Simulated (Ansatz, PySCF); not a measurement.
This PySCF input computes a SVWN5/def2-TZVPD energy:

```python
from pyscf import gto, scf, dft

mol = gto.M(
    atom='''
    C    -0.00022290    0.00111095    2.05650231
    C    -0.00006510    0.00032447    0.60063127
    C     0.00006510   -0.00032447   -0.60063127
    C     0.00022290   -0.00111095   -2.05650231
    H    -0.00898307    1.02015988    2.44984108
    H    -0.87824496   -0.51564395    2.45057652
    H     0.88643126   -0.50054473    2.45075963
    H    -0.00845189    1.01751241   -2.45094375
    H     0.88696243   -0.50319220   -2.45002519
    H    -0.87771378   -0.51829141   -2.45020830
    ''',
    basis='def2-tzvpd',
    charge=0,
    spin=0,
    verbose=4,
)

mf = dft.RKS(mol, xc='svwn').density_fit(auxbasis='def2-universal-jkfit')
mf.grids.level = 3
mf.conv_tol = 1e-9
mf.max_cycle = 100
mf.max_memory = 1500
mf.kernel()
if not mf.converged:
    mf = mf.newton()
    mf.kernel(mf.make_rdm1())
mf.analyze()
```

**Question.** Write an input for the same energy in Ansatz (a program for electronic structure) and say what it gives.

**Answer.** 
Ansatz 0.2 input:
```yaml
crystal:
  periodic: [false, false, false]
  atoms:
    - {symbol: C, position_ang: [-0.00022290, 0.00111095, 2.05650231]}
    - {symbol: C, position_ang: [-0.00006510, 0.00032447, 0.60063127]}
    - {symbol: C, position_ang: [0.00006510, -0.00032447, -0.60063127]}
    - {symbol: C, position_ang: [0.00022290, -0.00111095, -2.05650231]}
    - {symbol: H, position_ang: [-0.00898307, 1.02015988, 2.44984108]}
    - {symbol: H, position_ang: [-0.87824496, -0.51564395, 2.45057652]}
    - {symbol: H, position_ang: [0.88643126, -0.50054473, 2.45075963]}
    - {symbol: H, position_ang: [-0.00845189, 1.01751241, -2.45094375]}
    - {symbol: H, position_ang: [0.88696243, -0.50319220, -2.45002519]}
    - {symbol: H, position_ang: [-0.87771378, -0.51829141, -2.45020830]}
basis:
  gaussian:
    orbitals: def2-TZVPD
hamiltonian:
  xc: {name: SVWN5}
output: {forces: true}
```
It gives -154.55836 Eh, and PySCF -154.55836 Eh, a difference of 0.00 mEh.
